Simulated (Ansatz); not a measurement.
PIr2 (Fm-3m)

The calculation used Ansatz 0.2.0, DFT PBEsol, scalar-relativistic, plane waves, PAW.

Plane waves to 420 eV, a k mesh through Γ of 14×14×14 on the computed 3-atom cell and Gaussian smearing (0.10 eV); no spin polarisation.

The structure is relaxed at this level of theory with its symmetry kept. Whether it is the stable form of this composition wasn't checked.

```cif
data_structure
_symmetry_space_group_name_H-M 'P 1'
_symmetry_Int_Tables_number 1
_cell_length_a 3.9122
_cell_length_b 3.9122
_cell_length_c 3.9122
_cell_angle_alpha 60.000
_cell_angle_beta 60.000
_cell_angle_gamma 60.000
_cell_volume 42.34
loop_
_atom_site_label
_atom_site_type_symbol
_atom_site_fract_x
_atom_site_fract_y
_atom_site_fract_z
_atom_site_occupancy
P1 P 0.00000 0.00000 0.00000 1
Ir1 Ir 0.25000 0.25000 0.25000 1
Ir2 Ir 0.75000 0.75000 0.75000 1
```

Q: Formation energy from the elements' standard states (uncorrected)?

A: -0.439 eV/atom.

Q: Density of states at the Fermi level?

A: 0.80 states/eV per cell.

Q: Löwdin character within 0.5 eV of the Fermi level?

A: Ir 5d 76 %, P 3p 10 %, unprojected 7 %.

Q: Bulk modulus?

A: 305 GPa.

Q: Its pressure derivative?

A: 4.9.

Q: Bader charges (e)?

A: P (1 in the cell) 0.37, Ir (2 in the cell) -0.18.

Spin-orbit coupling is left out, which matters for the bands of heavy elements.